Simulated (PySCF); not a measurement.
Broadened absorption spectrum of i-BuOMe

Compound: i-BuOMe, C₅H₁₂O.
Geometry (GFN2-xTB, Å), atoms numbered from 1 in this order:
```
atom  x, y, z in Å
C1     2.7155    0.5560    0.1230
O2     1.3984    0.4636    0.5907
C3     0.5637   -0.2875   -0.2619
C4    -0.8507   -0.3167    0.3182
C5    -1.4347    1.0926    0.3508
C6    -1.7353   -1.2619   -0.4895
H7     2.7549    1.0284   -0.8675
H8     3.1855   -0.4342    0.0557
H9     3.2611    1.1683    0.8383
H10    0.5510    0.1626   -1.2681
H11    0.9563   -1.3132   -0.3574
H12   -0.7714   -0.6847    1.3457
H13   -1.5448    1.4824   -0.6592
H14   -0.7726    1.7500    0.9070
H15   -2.4111    1.0890    0.8289
H16   -1.3280   -2.2705   -0.4877
H17   -2.7353   -1.2946   -0.0646
H18   -1.8113   -0.9231   -1.5208
```

Theory: TDDFT PBE0/def2-SVPD, vertical, gas phase, core orbitals frozen in the response (PySCF).

Computed states:

| state | E (eV) | f |
| --- | --- | --- |
| S1 | 6.98 | 0.029 |
| S2 | 7.57 | 0.0017 |
| S3 | 7.90 | 0.023 |
| S4 | 8.03 | 0.017 |
| S5 | 8.13 | 0.0032 |
| S6 | 8.55 | 0.040 |
| S7 | 8.83 | 0.011 |
| S8 | 8.88 | 0.0060 |

Broadening: Gaussians 0.25 eV wide at half height, area fixed by f = 4.319×10⁻⁹ ∫ε dν̃. The width is an assumption, not a result. The curve ends short of the highest state used, and states not computed would add to its high-energy end.

(1) Give the broadened spectrum and its maxima.

(2) Coming from long wavelengths, where does ε first pass 100 L mol⁻¹ cm⁻¹?

(3) Does any computed singlet lie in the visible range?

Results:

(1) 
| E (eV) | ε (L mol⁻¹ cm⁻¹) |
| --- | --- |
| 6.61 | 7 |
| 6.66 | 32 |
| 6.72 | 149 |
| 6.78 | 513 |
| 6.84 | 1283 |
| 6.90 | 2329 |
| 6.95 | 2998 |
| 7.01 | 3031 |
| 7.07 | 2226 |
| 7.13 | 1188 |
| 7.18 | 551 |
| 7.24 | 165 |
| 7.30 | 43 |
| 7.36 | 31 |
| 7.41 | 59 |
| 7.47 | 117 |
| 7.53 | 173 |
| 7.59 | 209 |
| 7.64 | 262 |
| 7.70 | 499 |
| 7.76 | 1113 |
| 7.82 | 2106 |
| 7.87 | 2974 |
| 7.93 | 3634 |
| 7.99 | 3629 |
| 8.05 | 3037 |
| 8.11 | 2132 |
| 8.16 | 1374 |
| 8.22 | 695 |
| 8.28 | 421 |

Maxima: 178 nm (6.98 eV), ε about 3100, made up of S1 (100%); 156 nm (7.96 eV), ε about 3700, made up of S3 (59%) and S4 (38%) (ε in L mol⁻¹ cm⁻¹; maxima over ε = 5, shares over 10%).

(2) At about 185 nm (6.70 eV), 0.28 eV below S1.

(3) No computed singlet lies in the visible range (380 to 750 nm); the lowest, at 178 nm, stands 3.72 eV above its violet end (3.26 eV).

On Arm Neoverse V2, one thread, shared host, this took 32 s.

One conformer stands for the species.
